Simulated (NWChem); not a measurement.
**Polarisability of acetylene (C2H2)**

SMILES: C#C
```xyz
4

C      0.0000     0.0000    -0.6043
C      0.0000     0.0000     0.6043
H      0.0000     0.0000    -1.6792
H      0.0000     0.0000     1.6792
```
Charge 0, spin multiplicity 1.

Program: NWChem. All single points use one geometry, from PBE0/def2-SVP, a minimum by its harmonic frequencies.

Basis set: Sadlej pVTZ. Static limit.

```csv
method,isotropic polarisability (bohr³),difference from CCSD linear response
HF,23.39,+0.82
PBE,24.09,+1.52
PBE0,23.41,+0.84
B3LYP,23.93,+1.35
CCSD linear response,22.57,0.00
```

The values span 1.52 bohr³, from CCSD linear response (lowest) to PBE (highest). 

The correlated methods keep 2 core orbitals frozen. B3LYP has NWChem's definition, with VWN1-RPA local correlation. Coupled-cluster values serve here as a point of comparison, not as the truth.
